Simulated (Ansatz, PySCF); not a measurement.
Species: hydrogen peroxide, H₂O₂, net charge 0, singlet state. 
Structure (B3LYP-D3(BJ)/def2-TZVP (Ansatz, an electronic-structure program) minimum search):
```
O
H 1 0.9680
O 1 1.4504 2 100.54
H 3 0.9680 1 100.54 2 115.91
```


Wanted: enthalpy of formation at 298 K (from the atomisation energy, B3LYP-D3(BJ)/def2-TZVP harmonic zero-point and thermal terms from PySCF, and the atoms' enthalpies of formation in the G2/97 table; no spin-orbit terms, and no core term in the frozen-core levels), in eV. Cores are frozen in the correlated levels unless marked. UHF or UKS for open shells. Spin-orbit coupling is left out. No relativistic terms. The coupled-cluster limit lacks core correlation, which all-electron functionals hold. Basis-set limits of correlation are two-point, X^-3; Hartree-Fock from the larger set.

| level | program | enthalpy of formation at 298 K (eV) | minus last row |
|---|---|---|---|
| HF/cc-pVDZ | Ansatz | 4.78 | 6.18 |
| HF/def2-QZVPP | Ansatz | 4.44 | 5.84 |
| B3LYP-D3(BJ)/def2-TZVPD | Ansatz + dftd3 | -1.29 | 0.11 |
| B3LYP/def2-TZVPD | Ansatz | -1.26 | 0.14 |
| LC-wPBE-D4/def2-TZVPD | Ansatz + dftd4 | -1.21 | 0.19 |
| SCS-MP2/cc-pVTZ | Ansatz | -1.18 | 0.22 |
| CCSD/def2-SVPD | Ansatz | -0.33 | 1.07 |
| CCSD(T)/6-31G | Ansatz | 2.00 | 3.40 |
| CCSDT/cc-pVDZ | Ansatz | 0.03 | 1.43 |
| CCSD(T)/CBS(def2-TZVPPD,def2-QZVPPD) | Ansatz | -1.40 | 0.00 |
